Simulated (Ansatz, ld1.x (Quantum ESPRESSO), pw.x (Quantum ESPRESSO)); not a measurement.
**From atom to crystal: TM potential for Ir**

- Element: Ir
- Generator: ld1.x (Quantum ESPRESSO) 7.5
- Type: norm-conserving Troullier–Martins (Kleinman–Bylander form)
- Functional: PBEsol
- Relativity: scalar-relativistic
- Frozen core: [Xe] 4f14
- Valence charge: 9
- Reference configuration: 5d7 6s2 6p0
- Partial waves: 6s (bound): rc 2.15 bohr; 5d (bound): rc 1.55 bohr; 6p (bound, empty): rc 3.55 bohr
- Local potential: the p channel
- Core correction: Bessel-smoothed model core inside 1.20 bohr

Crystal test: bcc Ir in pw.x 7.5, no spin, 15³ k-points, Fermi–Dirac smearing 0.01 Ry, cutoffs 85/340 Ry. The reference is all-electron LAPW (Ansatz 0.2.0) with the same functional, mesh and smearing; V0 and B0 come from Birch–Murnaghan fits to the pressures at five volumes. Errors are pseudo minus all-electron; Δ is the rms difference of the E(V) curves that follow from these fits, minima aligned, over ±6 % about the mean V0. Mesh and smearing are coarse, so the numbers serve the comparison and aren't converged zero-temperature values; the lattice is a test structure that the element need not adopt.

All-electron: a0 = 3.079 Å (V0 = 14.59 Å³/atom), B0 = 339.1 GPa.

Q: How far does the potential miss the all-electron equation of state?

A: mean pressure error (GPa): +37.39. The pressure does not cross zero within the volumes sampled, so no fit is given. The largest radius (3.55 bohr) exceeds half the bond length (2.52 bohr), so the spheres overlap, which is one possible source of error among others. This is a poor potential for the solid. Atomic configuration tests: 1 of 7 tests not solved or not reliable.

```csv
V (Å³/atom),P all-electron (GPa),P pseudo (GPa)
13.847,20.24,66.58
14.212,9.56,50.83
14.576,0.36,37.20
14.940,-7.55,25.40
15.305,-14.36,15.19
```

Q: At the middle volume, how do free energy and pressure move when the wave cutoff is lowered (ecutrho kept at four times it)?

A:

```tsv
cutoff (Ry)	shift of F (meV/atom)	shift of P (GPa)
38	+81.1	-5.78
51	+37.3	-0.47
68	+6.4	-0.49
```

Input at the middle volume:

```
&control
  calculation='scf', prefix='x', pseudo_dir='./', outdir='./tmp', tstress=.true., disk_io='low'
/
&system
  ibrav=0, nat=1, ntyp=1, ecutwfc=85, ecutrho=340, nbnd=12,
  occupations='smearing', smearing='fd', degauss=0.01
/
&electrons
  conv_thr=1e-09, mixing_beta=0.4, electron_maxstep=70
/
ATOMIC_SPECIES
Ir 1.0 Ir.UPF
CELL_PARAMETERS angstrom
  -1.53883760 1.53883760 1.53883760
  1.53883760 -1.53883760 1.53883760
  1.53883760 1.53883760 -1.53883760
ATOMIC_POSITIONS crystal
Ir 0.0000 0.0000 0.0000
K_POINTS automatic
15 15 15 0 0 0
```

```bash
pw.x < Ir.scf.in > Ir.scf.out
```

Lines of the output:

```
Message from routine setup:
     using ibrav=0 with symmetry is DISCOURAGED, use correct ibrav instead
     lattice parameter (alat)  =       5.0368  a.u.
     unit-cell volume          =      98.3637 (a.u.)^3
     number of electrons       =         9.00
     number of Kohn-Sham states=           12
     kinetic-energy cutoff     =      85.0000  Ry
     charge density cutoff     =     340.0000  Ry
     scf convergence threshold =      1.0E-09
     Exchange-correlation= PBESOL
     number of k points=   120  Fermi-Dirac smearing, width (Ry)=  0.0100
     iteration #  1     ecut=    85.00 Ry     beta= 0.40
     total energy              =     -78.28689963 Ry
     estimated scf accuracy    <       0.00230484 Ry
     iteration #  2     ecut=    85.00 Ry     beta= 0.40
     total energy              =     -78.28690827 Ry
     estimated scf accuracy    <       0.00049991 Ry
     iteration #  3     ecut=    85.00 Ry     beta= 0.40
     total energy              =     -78.28693517 Ry
     estimated scf accuracy    <       0.00003190 Ry
     iteration #  4     ecut=    85.00 Ry     beta= 0.40
     total energy              =     -78.28693708 Ry
     estimated scf accuracy    <       0.00000029 Ry
     iteration #  5     ecut=    85.00 Ry     beta= 0.40
     total energy              =     -78.28693709 Ry
     estimated scf accuracy    <       0.00000002 Ry
     iteration #  6     ecut=    85.00 Ry     beta= 0.40
     the Fermi energy is    18.6898 ev
!    total energy              =     -78.28693709 Ry
     estimated scf accuracy    <          1.2E-11 Ry
     smearing contrib. (-TS)   =      -0.00900211 Ry
     The total energy is F=E-TS. E is the sum of the following terms:
     one-electron contribution =      18.36468657 Ry
     hartree contribution      =       2.19109566 Ry
     xc contribution           =     -48.14943710 Ry
     ewald contribution        =     -50.68428011 Ry
     convergence has been achieved in   6 iterations
          total   stress  (Ry/bohr**3)                   (kbar)     P=      372.01
```

The run at the middle volume (120 k-points, 6 iterations) took about 13 s on one core of a shared host (Neoverse-V2, 96 threads, 742 GiB, load 55).
